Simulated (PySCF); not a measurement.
## methoxyacetone: full NMR table

* Formula: C4H8O2
* SMILES: COCC(C)=O
* Point group of the computed structure: C1
* Degrees of unsaturation: 1
* Carbon signals: 4
* Proton signals: 3

Bonds (- single, = double, # triple, : aromatic): C1-O2 1.405 Å, O2-C3 1.404 Å, C3-C4 1.522 Å, C4-C5 1.497 Å, C4=O6 1.204 Å. C1 carries H7, H8, H9; C3 carries H10, H11; C5 carries H12, H13, H14.

Theoretical values (PySCF): geometry from GFN2-xTB, PBE0/pcSseg-1 with gauge-including orbitals. A single conformation, no solvent, averaged over atoms made equivalent by symmetry, fast rotation or ring inversion, relativity neglected.

Scale: TMS for ¹H and ¹³C; ¹⁷O against H2O (reference shieldings calculated alike).

```tsv
carbon	δC, type	δH (multiplicity)	HMBC from (2–3 bonds)	span of the C tensor (ppm)
C1	61.0, CH3	3.57 (s)	H10/H11	87
C3	83.2, CH2	3.82 (s)	H7/H8/H9, H12/H13/H14	66
C4	213.6, C	–	H10/H11, H12/H13/H14	204
C5	30.5, CH3	2.28 (s)	H10/H11	52
```

Other nuclei:
| atoms | nucleus | environment | δ (ppm) | σ (ppm) |
| --- | --- | --- | --- | --- |
| O6 | ¹⁷O | ketone oxygen | 656.6 | -320.5 |
| O2 | ¹⁷O | ether oxygen | 17.0 | 319.1 |

1. Carbon types of the structure: 1 × C, 1 × CH2, 2 × CH3, which accounts for all hydrogens.
2. δC 213.6: ketone carbonyl carbon; the double bond to the heteroatom, with no lone-pair donor beside it, deshields it most.
3. δC 83.2: sp3 CH2 bonded to O, α to a carbonyl; the inductive effect lowers its shielding.
4. δC 61.0: methyl carbon bonded to O; pulled downfield by the heteroatom.
5. δC 30.5: methyl carbon α to a carbonyl; the adjacent C=O deshields it moderately.
6. δH 3.82: hydrogen on an sp3 CH2 bonded to O, α to a carbonyl; its carbon carries O, an electronegative neighbour.

Shifts are as computed. Against solution values, carbons near 30 ppm lie about +3 ppm off and those near 130 ppm about +5 ppm. Of 1211 compounds with measured shifts, 218 miss one by over three times the rms of a fit or turn the order of signals round; such compounds aren't used in these exercises. Unscaled 17O shifts of doubly bonded oxygen tend to come out too high, by tens of ppm or more. Experimental scales use liquid or dissolved standards, which lie at an offset from isolated H2O (liquid H2O: subtract about 36 ppm). Multiplicities follow the n + 1 count of equivalent neighbours, as no J values were calculated; m marks all less simple cases, F and P coupling included.
